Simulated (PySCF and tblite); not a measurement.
The numbers below are computed, except where a source is named.
System: C₃H₃ClO₂, numbered as in [O:1]=[CH:2]/[C:3]([Cl:4])=[CH:5]\[OH:6].

For the rotation about the C2–C3 bond (torsion O1–C2–C3–Cl4 from -180° to 0°, rising): electronic barrier 20.27 kcal/mol, zero-point change -0.61 kcal/mol, thermal and entropy terms at 350 K a further -0.31 kcal/mol (symmetry numbers apart). The minimum is Cs, the saddle C1. Level: BHandHLYP/pcSseg-1 + D3(BJ) on GFN2-xTB stationary points, with GFN2-xTB thermal terms. Rate constants are transition-state-theory values, counting equivalent paths, without tunnelling. Run with tblite and PySCF.

How many equivalent paths lead out of the minimum?

2: the symmetry number of the minimum is 1, that of the saddle displaced along its mode 1, and the displaced saddle is chiral while the minimum is not, which doubles the count.

Work out the rate at 350 K.

ΔG‡ = 19.35 kcal/mol; k_B T/h = 7.3×10¹² s⁻¹; exp(−ΔG‡/RT) = 8.3×10⁻¹³; times 2 gives k = 12 s⁻¹. Wigner's tunnelling factor for the 190i cm⁻¹ mode would be 1.03.
